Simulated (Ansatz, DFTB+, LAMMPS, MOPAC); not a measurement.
**Diamond: properties by level of theory**

Reference values: lattice constant a 3.553 Å (measured, static lattice: zero-point anharmonic expansion removed, our sources range from 3.543 to 3.555; as tabulated in Mejia-Rodriguez and Trickey (2018), arXiv:1807.09216); bulk modulus 455 GPa (measured, 0 K value with the zero-point phonon effect removed; as tabulated in Mejia-Rodriguez and Trickey (2018), arXiv:1807.09216).

| level (code) | equilibrium lattice constant a (Å) | bulk modulus (GPa) |
|---|---|---|
| LCBOP C.lcbop (LAMMPS) | 3.565 | 439 |
| DFTB cp2k-nonscc (DFTB+) | 3.569 | 484 |
| MNDO semi-empirical Hartree-Fock (MOPAC) | 3.633 | 769 |
| BLYP (Ansatz) | 3.597 | 407 |

Differences from the reference values (errors of the level alone only where the reference is corrected to a static lattice):

```csv
level,lattice constant a (%),bulk modulus (%)
LCBOP C.lcbop,+0.34,-3.5
DFTB cp2k-nonscc,+0.45,+6.4
MNDO semi-empirical Hartree-Fock (MOPAC),+2.25,+69
BLYP,+1.24,-10.5
```

Nearest: lattice constant a, LCBOP C.lcbop or DFTB cp2k-nonscc; bulk modulus, LCBOP C.lcbop or DFTB cp2k-nonscc.

Empirical potentials (LCBOP C.lcbop) are fitted to chosen data: where that held the value shown, agreement is built in, and what lay outside the fit can be far off.

Caveats: the method was fitted mainly to molecules (MNDO semi-empirical Hartree-Fock (MOPAC)); the run uses a supercell at the zone centre in place of a k mesh (MNDO semi-empirical Hartree-Fock (MOPAC)); this tight-binding set is not self-consistent in the charges (DFTB cp2k-nonscc). Ansatz's density-functional and Hartree–Fock values are scalar-relativistic unless marked +SOC, with PAW data made under PBE.

Differences are worked out from the printed values.

Static lattice: no zero-point or thermal effects.

Ansatz is an electronic-structure program.
